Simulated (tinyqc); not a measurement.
A ladder of methods, and size consistency: correlation methods against full CI in the sto-6g basis, for NH3, spin multiplicity 1. Computed by the program tinyqc with PySCF. All electrons correlated; +Q is the Davidson correction (1 - c0^2) E_corr. The last columns treat two copies 100 angstrom apart as one system. FCI is the lowest singlet.

Geometry (angstrom):
```
atom,x,y,z
N,0.0000,0.0000,0.0870
H,0.9880,0.0000,0.0000
H,-0.4940,0.8550,0.0000
H,-0.4940,-0.8550,0.0000
```

RHF energy of one = -55.973655 hartree

Correlation energies (hartree):
```
method,E_corr of one,share of FCI (%),E_corr of two at 100 angstrom,two minus twice one (mhartree)
MP2,-0.04291,72.881,-0.08582,0.000
CISD,-0.05754,97.722,-0.11207,3.012
CISD+Q,-0.05913,100.420,-0.11778,0.478
CCSD,-0.05856,99.460,-0.11712,0.000
CCSD(T),-0.05877,99.808,-0.11753,0.000
FCI,-0.05888,100.000,-,-
```

What does the comparison show, and why?

MP2 recovers 73 %, CISD 97.7 % and CCSD 99.5 % of the FCI value (c0^2 = 0.972 in CISD). MP2 and coupled cluster are size consistent, so their last column vanishes; CISD loses 3.01 mhartree, since a double excitation on each copy is a quadruple of the pair, and the Davidson correction leaves +0.48.
